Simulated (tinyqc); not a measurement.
Inside a calculation. Method: harmonic frequencies on the B3LYP (VWN-RPA form)/sto-6g surface (energies and gradients from PySCF), for HF, spin multiplicity 1. One step of it, computed by the program tinyqc.

Task: One row of the Hessian: 1Fz. Displace 1Fz by +/-0.002 bohr; H(k, :) = (g(+) - g(-)) / (2 delta).

optimised positions (bohr):
```
           x         y          z
1F  0.000000  0.000000  -0.130493
2H  0.000000  0.000000   1.749975
```

gradient at +delta (hartree/bohr):
```
             x           y            z
1F  0.00000000  0.00000000   0.00102972
2H  0.00000000  0.00000000  -0.00102859
```

gradient at -delta (hartree/bohr):
```
             x           y            z
1F  0.00000000  0.00000000  -0.00107793
2H  0.00000000  0.00000000   0.00107899
```

Give: row of the Hessian.

Result:

row of the Hessian (hartree/bohr^2): 1Fx 0.00000, 1Fy 0.00000, 1Fz 0.52691, 2Hx 0.00000, 2Hy 0.00000, 2Hz -0.52689
